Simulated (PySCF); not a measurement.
**CN: everyday levels beside a composite calculation**

PySCF; the state is a doublet (σ ↑). The composite is CCSD(T) extrapolated to the basis-set limit from two correlation-consistent sets, with core-valence (CV) and scalar-relativistic (SR) terms as its label shows; it has no spin–orbit coupling and nothing beyond (T). Here it is CCSD(T)/CBS(TQ)+CV+SR. It gives Re = 1.170 Å, ωe = 2083 cm⁻¹ and De = 7.81 eV to C + N.

```
       level         basis     relativity  Re (Å)  ωe (cm⁻¹)  De (eV)
        ROHF    x2c-SVPall  spin-free X2C   1.134       2502     3.80
        ROHF      def2-SVP  no relativity   1.134       2503     3.81
    ROHF-MP2  x2c-TZVPPall  spin-free X2C   1.191       1809     7.85
ROHF-SCS-MP2   def2-TZVPPD  no relativity   1.186       1868     7.75
ROHF-CCSD(T)       pcseg-1  no relativity   1.186       2065     7.09
      r²SCAN       pcseg-1  no relativity   1.172       2156     7.59
       TPSSh  x2c-TZVPPall  spin-free X2C   1.167       2130     7.64
       B3LYP     def2-SVPD  no relativity   1.169       2185     7.86
        PBE0       pcseg-1  no relativity   1.167       2195     7.61
        PBE0     def2-SVPD  no relativity   1.166       2219     7.83
```

Problem. Give the difference of each row from the composite.

Solution. 

```csv
level,basis,ΔRe (pm),Δωe (%),ΔDe (eV)
ROHF,x2c-SVPall,-3.6,+20.1,-4.01
ROHF,def2-SVP,-3.6,+20.2,-4.00
ROHF-MP2,x2c-TZVPPall,+2.1,-13.2,+0.04
ROHF-SCS-MP2,def2-TZVPPD,+1.6,-10.3,-0.06
ROHF-CCSD(T),pcseg-1,+1.6,-0.9,-0.72
r²SCAN,pcseg-1,+0.2,+3.5,-0.22
TPSSh,x2c-TZVPPall,-0.3,+2.3,-0.17
B3LYP,def2-SVPD,-0.1,+4.9,+0.05
PBE0,pcseg-1,-0.3,+5.4,-0.20
PBE0,def2-SVPD,-0.4,+6.5,+0.02
```

Problem. Which rows come closest in De?

Solution. PBE0 in def2-SVPD (+0.02 eV), counted from the composite.

Correlated steps freeze 2 core orbitals. Correlated levels converge slowly with the basis: in double zeta they bind strong bonds too weakly, by up to about 1 eV, and carry superposition errors of some tenths. The CCSD T1 diagnostic is raised in CN, a sign that a single reference may not be enough there. UHF is strongly spin-contaminated for CN, so the ROHF reference used there is far from stable. The state was picked by a PBE0 search and need not be the measured ground state.
